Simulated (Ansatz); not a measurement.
**AlF3: geometry, orbitals and charge**

Aim: characterise AlF3 as a singlet: its structure, frontier levels and distribution of charge.

Computed with Ansatz 0.2.0, Gaussian basis. Level: RKS PBE0-D4/def2-TZVP.

Plan: relaxation at PBE-D4/def2-TZVP; a search for the lowest solution at PBE0-D4/def2-SVP; a single point at PBE0-D4/def2-TZVP; harmonic vibrations at PBE-D4/def2-TZVP.

## Step 1: Starting geometry

4 atoms, charge 0, spin multiplicity 1.

Atoms are counted from 1 here; the program's logs count them from 0.

Bond lengths: Al1–F2 1.631 Å, Al1–F3 1.631 Å, Al1–F4 1.631 Å. Angles: F2–Al1–F3 120.0°, F2–Al1–F4 120.0°, F3–Al1–F4 120.0°.

The start is a GFN2-xTB geometry.

## Step 2: Optimising with PBE-D4/def2-TZVP

File in.yaml:

```yaml
crystal:
  periodic: [false, false, false]
  atoms:
    - {symbol: Al, position_ang: [-0.000200, -0.000290, -0.001260]}
    - {symbol: F, position_ang: [1.630840, -0.027090, 0.013490]}
    - {symbol: F, position_ang: [-0.791540, 1.425990, -0.016640]}
    - {symbol: F, position_ang: [-0.839100, -1.398610, 0.004400]}
basis:
  gaussian: {orbitals: def2-TZVP}
hamiltonian: {xc: pbe, dispersion: d4}
scf: {lower_state_search: "off"}
output: {orbitals: {seedname: orbitals}}
relax: {f_tol: 0.02, max_steps: 100}
```

The run is started by

```sh
$ ansatz run in.yaml --threads 2 --pin off --events-out ev --progress --plain --max-ram 4352MiB
```

After this run come: Searching for the lowest solution, PBE0-D4/def2-SVP; Single point, PBE0-D4/def2-TZVP; Vibrations by finite differences.

Q: Predict the results of all the runs planned. Wanted: point group; commonest bond; HOMO, LUMO at PBE0-D4/def2-TZVP; dipole at PBE-D4/def2-TZVP; lowest, highest wavenumber.

The runs gave:

| quantity | value |
| --- | --- |
| point group | D3h |
| commonest bond | Al–F, 3 of mean length 1.647 Å |
| HOMO, LUMO at PBE0-D4/def2-TZVP | -11.70, -1.61 eV |
| dipole at PBE-D4/def2-TZVP | 0.00 D |
| lowest, highest wavenumber | 237, 922 cm⁻¹ |

**Reading.** The molecule keeps its bonding pattern by the stored test; the atoms moved 0.01 Å (rms). All wavenumbers are real: a minimum at this level.
